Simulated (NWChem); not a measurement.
ethane (C2H6); SMILES CC

```xyz
8

C      0.0000     0.0000     0.7593
C      0.0000     0.0000    -0.7593
H     -0.7193     0.7193     1.1579
H      0.9826     0.2633     1.1579
H     -0.2633    -0.9826     1.1579
H     -0.9826    -0.2633    -1.1579
H      0.7193    -0.7193    -1.1579
H      0.2633     0.9826    -1.1579
```
Atoms are numbered in this order, from 1.

All runs: NWChem. The geometry was optimised at PBE0-D3(BJ)/def2-TZVP. Total energies compare along this basis series because the functional is fixed.

```csv
level,basis functions,energy (Ha),highest occupied level (eV),orbital gap (eV)
Hartree-Fock/def2-SVP,58,-79.1750,-13.23,18.13
Hartree-Fock/def2-SVPD,88,-79.1770,-13.23,16.06
Hartree-Fock/def2-TZVP,98,-79.2598,-13.21,17.06
Hartree-Fock/def2-TZVPP,146,-79.2617,-13.20,17.06
```
